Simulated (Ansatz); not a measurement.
**CH5 (doublet): the correlation ladder at distance C1–H5 along a hydrogen transfer = 1.209 Å, 6-31G**

How much of the correlation energy of CH5 (doublet) does each wave-function method recover here?

Computed with Ansatz 0.2.0, Gaussian basis. Level: 6-31G, core rule «outside noble gas», up to 1 orbitals frozen.

The runs, in order: UHF; CCSD(T) on ROHF; CCSD(T) on UHF; BCCD(T) on ROHF; CISD; CCSDT(Q) on ROHF; CCSDT(Q) on UHF; CCSDTQ on ROHF; CASSCF and MRCISD+Q, 3 electrons in 3 orbitals; CASSCF and NEVPT2, 3 electrons in 3 orbitals; CASSCF and MRCISD+Q, 9 electrons in 9 orbitals; CASSCF and MRCISD+Q(relaxed), 9 electrons in 9 orbitals; CASSCF and NEVPT2, 9 electrons in 9 orbitals; Full CI.

3 further runs of the same task are left out: 3 that didn't finish.

**1. What is computed**

The geometry derives from fragments relaxed apart (PBE0/def2-TZVP) and kept rigid, so it is no stationary point. A hydrogen atom is moved between rigid fragments.

6 atoms, charge 0, spin multiplicity 2.

Atoms are counted from 1 here; the program's logs count them from 0.

Bond lengths: C1–H2 1.090 Å, C1–H3 1.090 Å, C1–H4 1.090 Å, C1–H5 1.209 Å. Angles: H2–C1–H3 109.5°, H2–C1–H4 109.5°, H2–C1–H5 109.5°, H3–C1–H4 109.5°, H3–C1–H5 109.5°, H4–C1–H5 109.5°.

Geometry (Å):

```xyz
6

C    -0.1320    0.0000    0.0000
H    -0.4952    1.0273    0.0000
H    -0.4952   -0.5137    0.8897
H    -0.4952   -0.5137   -0.8897
H     1.0770    0.0000    0.0000
H     1.9820    0.0000    0.0000
```

**2. UHF**

Contents of in.yaml:

```yaml
crystal:
  periodic: [false, false, false]
  atoms:
    - {symbol: C, position_ang: [-0.132027, 0.000000, 0.000000]}
    - {symbol: H, position_ang: [-0.495233, 1.027301, 0.000000]}
    - {symbol: H, position_ang: [-0.495233, -0.513650, 0.889668]}
    - {symbol: H, position_ang: [-0.495233, -0.513650, -0.889669]}
    - {symbol: H, position_ang: [1.076973, 0.000000, 0.000000]}
    - {symbol: H, position_ang: [1.981973, 0.000000, 0.000000]}
basis:
  gaussian: {orbitals: 6-31G}
magnetization: {spin_polarized: true, initial_magnetization: 1}
hamiltonian: {xc: hf}
output: {orbitals: {seedname: orbitals}}
```

The run is started by

```sh
ansatz run in.yaml --threads 1 --pin off --events-out ev --progress --plain --max-ram 2393MiB
```

After this run come: CCSD(T) on ROHF; CCSD(T) on UHF; BCCD(T) on ROHF; CISD; CCSDT(Q) on ROHF; CCSDT(Q) on UHF; CCSDTQ on ROHF; CASSCF and MRCISD+Q, 3 electrons in 3 orbitals; CASSCF and NEVPT2, 3 electrons in 3 orbitals; CASSCF and MRCISD+Q, 9 electrons in 9 orbitals; CASSCF and MRCISD+Q(relaxed), 9 electrons in 9 orbitals; CASSCF and NEVPT2, 9 electrons in 9 orbitals; Full CI.

**Question.** What will the summary of the whole plan be? Wanted: FCI below the RHF energy; RMP2 from FCI; UMP2 from FCI; RCCSD from FCI; RCCSD(T) from FCI; UCCSD(T) from FCI; RCCSDT(Q) from FCI; UCCSDT(Q) from FCI; NEVPT2 pair from FCI.

As calculated:

| quantity | value |
| --- | --- |
| FCI below the RHF energy | -3.6664 eV |
| RMP2 from FCI | +652.2 meV |
| UMP2 from FCI | +672.2 meV |
| RCCSD from FCI | +64.8 meV |
| RCCSD(T) from FCI | +10.5 meV |
| UCCSD(T) from FCI | +11.1 meV |
| RCCSDT(Q) from FCI | +0.2 meV |
| UCCSDT(Q) from FCI | +0.1 meV |
| NEVPT2 pair from FCI | +533.5 meV |
| NEVPT2 valence from FCI | +269.9 meV |
| MRCISD+Q valence from FCI | +2.0 meV |
| levels within 1 kcal/mol (43 meV) | RCCSD(T), UCCSD(T), BCCD(T), RCCSDT, UCCSDT, RCCSDT(Q), UCCSDT(Q), RCCSDTQ, MRCISD valence, MRCISD+Q valence, MRCISD+Q(relaxed) valence |
| T1 diagnostic | 0.018 |
| effectively unpaired electrons | 1.02 |

In words: RCCSD(T) lands +10.5 meV from the yardstick (0.3 % of the correlation energy). MRCISD+Q(relaxed) valence falls below full CI: the +Q correction isn't variational, and the cores differ from full CI's. One determinant dominates. Of the multireference levels listed MRCISD+Q valence comes nearest in total energy (+2.0 meV), which doesn't show that its space is the better one. These misses are within one basis, not against nature; the frozen cores of restricted and unrestricted runs differ, which can shift their rows.
